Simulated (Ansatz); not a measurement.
Input file for Ansatz (a first-principles code): U-B97M-V/def2-TZVPPD on Cl (SMILES [Cl]), 2S+1 = 2. Files ending in .json are basis or fitting sets from the Basis Set Exchange.

Ansatz 0.2 input:
```yaml
crystal:
  periodic: [false, false, false]
  atoms:
    - {symbol: Cl, position_ang: [0.00000000, 0.00000000, 0.00000000]}
basis:
  gaussian:
    orbitals: def2-TZVPPD.json
hamiltonian:
  xc: {name: B97M-V}
magnetization: {spin_polarized: true, initial_magnetization: 1}
```

The log:

```
WARN ansatz: RAYON_NUM_THREADS=2 ignored (pool sized by the plan → 2); use --threads N
Functional definition: B97M-V
integrals: 0.01 GiB planned
324 factors; their error is unknown
mean field: 0.16 GiB planned
mean field evaluation 1: about -12517.8554 eV, gradient 5.0e0 eV
mean field evaluation 2: about -12517.9520 eV, gradient 1.9e0 eV
mean field evaluation 4: about -12517.9662 eV, gradient 5.1e-2 eV
mean field evaluation 8: about -12517.9618 eV, gradient 1.6e-3 eV
mean field evaluation 16: about -12517.9618 eV, gradient 4.2e-2 eV
mean field -12517.96179500 eV, -460.0266109868 hartree, gradient 4.7e-6 eV, S^2 0.754198; 1 other end points of the search recorded, 0 dependent functions left out
reference -12517.96186437 eV, -460.0266135365 hartree; 9, 8 occupied and 42, 43 virtual orbitals, 324 factors
Total energy: -12517.96186437 eV, -460.0266135365 hartree
```

The calculation finished and met its thresholds.

Cost: roughly 1.4 core-seconds.
